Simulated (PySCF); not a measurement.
Molecule (SMILES): [O+](=O)[O-].
Geometry (B3LYP-D3(BJ)/def2-TZVP, fixed):
```
O
O 1 1.2535
O 1 1.2535 2 118.30
```

Basis-set convergence of the lowest singlet excitation energy at PBE0 with PySCF. Tamm-Dancoff approximation; the state is taken by its order, and sets in which it differs in degeneracy or brightness are left out, yet its character can still change. All functions are spherical. Density fitting with generated auxiliary sets. No added dispersion term, no relativity. Reference: the value in d-aug-cc-pVTZ, 2.211 eV, itself unsure by roughly 0.002 eV (its mean distance from aug-cc-pVQZ, aug-pcseg-2, aug-cc-pVTZ). Deviations are taken from unrounded values. Cost is core time over that of 6-31G**, rough, on shared machines of one kind; a dash marks a row that isn't timed (too short, read off another run, short of memory, by another algorithm or on other hardware).

```
basis              functions  lowest singlet excitation energy (eV)  minus reference (eV)  cost
-----------------  ---------  -------------------------------------  --------------------  ----
STO-3G                    15                                  1.737                -0.473     -
3-21G                     27                                  1.899                -0.311     -
pcseg-0                   27                                  1.907                -0.304     -
6-31G**                   42                                  2.166                -0.044    1×
6-31+G*                   54                                  2.189                -0.021     -
6-311G**                  54                                  2.135                -0.075    1×
aug-cc-pVDZ               69                                  2.213                 0.002    1×
aug-pcseg-1               69                                  2.220                 0.010    1×
def2-SVPD                 69                                  2.165                -0.045    1×
6-311++G(2d,2p)           81                                  2.202                -0.008    2×
cc-pVTZ                   90                                  2.191                -0.020    2×
pcseg-2                   90                                  2.197                -0.014    2×
d-aug-cc-pVDZ             96                                  2.213                 0.002    2×
6-311++G(3df,3pd)        117                                  2.208                -0.002    5×
def2-QZVPP               171                                  2.201                -0.010   10×
d-aug-cc-pVTZ            186                                  2.211                 0.000   20×
def2-QZVPPD              198                                  2.208                -0.003   30×
aug-cc-pVQZ              240                                  2.211                 0.000   40×
```

The smallest set listed that lies within 0.1 eV of the reference with all its larger relatives (same family, alike in diffuse functions; a set with none counts only in the reference's own line) is 6-31G** (42 functions, 1× in cost, -0.044 eV off). Inside, with no larger relative to test it: def2-QZVPP. (Relatives not listed, tested too: 6-311+G** -0.057, jun-cc-pV(T+d)Z -0.002, def2-TZVPD -0.007, def2-TZVPPD -0.007, aug-cc-pVTZ 0.000, aug-pcseg-2 -0.005, cc-pVQZ -0.007, pcseg-3 -0.008 eV.)
